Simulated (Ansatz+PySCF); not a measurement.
**singlet C₂H₆ in separate pieces: levels of theory in one basis**

```
atom    x (Å)    y (Å)   z (Å)
   C   0.0000   0.0000  0.0000
   H   1.0903   0.0000  0.0000
   H  -0.5452   0.9443  0.0000
   H  -0.5452  -0.9443  0.0000
   C  10.0000   0.0000  0.0000
   H  11.0903   0.0000  0.0000
   H   9.4548   0.9443  0.0000
   H   9.4548  -0.9443  0.0000
```

Basis set: STO-3G (spherical functions). Frozen core: 2 orbitals. Charge 0, multiplicity 1.

Computed with Ansatz (development build ahead of 0.2.0); each method stands on the lowest determinant of its kind that the runs found. NEVPT2 correlates all electrons. Active spaces start from the frontier orbitals, and the lowest solution found is given.

| method | E − E(RHF) (eV) | <S²> of the determinant |
| --- | --- | --- |
| RHF | 0.00 | 0.00 |
| UHF | -8.69 | 1.03 |
| UHF-MP2 | -10.80 | 1.03 |
| RHF-CCSD | -11.96 | – |
| UHF-CCSD | -11.88 | 1.03 |
| RHF-CCSD(T) | -11.97 | – |
| UHF-CCSD(T) | -11.89 | 1.03 |
| full CI (lowest root of this spin) | -11.89 | – |
| SC-NEVPT2(2,2) | -10.80 | – |

Task: What does CASSCF(2,2) give on the same scale?

Result: -8.44 eV.

At such a shape the full CI root can have another spatial symmetry than the determinants, so the rows needn't describe one state.

Task: Is a single determinant a sound starting point here?

Result: It is doubtful. Unrestricted orbitals lower Hartree–Fock by 8.69 eV and <S²> is 1.03 where a pure state has 0.00, a sign of strong static correlation. The CASSCF(2,2) natural occupations are 1.00, 1.00.

Caution for RHF, RHF-CCSD, RHF-CCSD(T): an unrestricted determinant lies well below. Caution for UHF, UHF-MP2, UHF-CCSD, UHF-CCSD(T): the unrestricted determinant is a mixture of spin states. Caution for UHF-MP2, UHF-CCSD, UHF-CCSD(T): bonds are stretched, where a single reference can fail. Caution for RHF-CCSD, RHF-CCSD(T): very large amplitudes, the method is breaking down. Caution for RHF-CCSD, UHF-CCSD, RHF-CCSD(T), UHF-CCSD(T): the program doubts this total.
